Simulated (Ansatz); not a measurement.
Band gap of some III–V compounds

Method: LDA+SOC (Ansatz, a program for electronic structure; the runs differ in potentials, basis or settings). References are measured gaps from which a computed or estimated zero-point shift was taken out, by their sources or here, so that they lie as a rule above the printed measurements.

Values in eV.

| solid | reference | LDA+SOC | error (eV) |
|---|---|---|---|
| zinc-blende GaP | 2.43 | 1.41 | -1.02 |
| zinc-blende GaSb | 0.84 | 0.00 | -0.84 |
| zinc-blende InP | 1.47 | 0.43 | -1.04 |
| zinc-blende BP | 2.2¶ (2.20–2.50) | 1.18 | -1.02 |
| wurtzite AlN | 6.51 | 4.22 | -2.29 |
| zinc-blende InSb | 0.26 | 0.00 | -0.26 |
| zinc-blende AlP | 2.54 | 1.45 | -1.09 |
| wurtzite GaN | 3.68 | 1.91 | -1.77 |
| zinc-blende GaAs | 1.57 | 0.17 | -1.40 |
| zinc-blende InAs | 0.44 | 0.00 | -0.44 |
| zinc-blende AlAs | 2.28 | 1.25 | -1.03 |

Over these 11 solids the mean error is -1.11 eV, the mean absolute error 1.11 eV (median 1.03 eV), and the worst case wurtzite AlN at -2.29 eV; the value is too low in 11 of 11 cases.

¶ marks references of a special kind: zinc-blende BP, 2.2 eV (measured, zero-point renormalisation of 0.106 eV removed from the gap extrapolated to 0 K (as printed); the shift is computed, second of two values printed, our sources range from 2.20 to 2.50; as tabulated in X. Ren, F. Merz, H. Jiang et al., All-electron periodic G0W0 implementation …).

Brackets give the range of the sources taken for a reference, where it is wide; it can hold other temperatures.

Differences are worked out from the printed values.

Density-functional gaps are differences of (generalised) Kohn–Sham levels of a static lattice; semilocal ones lie below quasiparticle gaps as a rule. Measured gaps hold zero-point and thermal shifts unless a correction is named.

Cells: LDA+SOC at the measured cell. Caveats: for solids of elements lighter than gallium the value without spin–orbit coupling stands in (zinc-blende BP, wurtzite AlN, zinc-blende AlP). Ansatz's density-functional and Hartree–Fock values are scalar-relativistic unless marked +SOC, with PAW data made under PBE.

A closed gap counts as zero, however far the bands overlap: LDA+SOC: zinc-blende GaSb, zinc-blende InSb, zinc-blende InAs.

Not in this set, of the III–V compounds with a reference value in our tables and a result at some level: 2 for a reference of another kind, counted apart; 1 for sources at odds; 1 for a doubt noted on the run at LDA+SOC. These can be a level's best or worst cases. At least 3 more with a reference value are held back for tests. Solids without a released value at any level aren't counted. Without +SOC, gaps count where the solid holds none of Ge, As, Se, Br, Sn, Sb, Te, I or the elements past barium, or holds Ge, As, Se or Br with a gap over 4 eV. Layered and molecular crystals are counted apart.

References as tabulated in, or derived from, Chen et al. (2018), doi:10.1103/physrevmaterials.2.073803; arXiv:2302.06325; X. Ren, F. Merz, H. Jiang et al., All-electron periodic G0W0 implementation …; Feneberg et al. (2010), doi:10.1103/physrevb.82.075208.
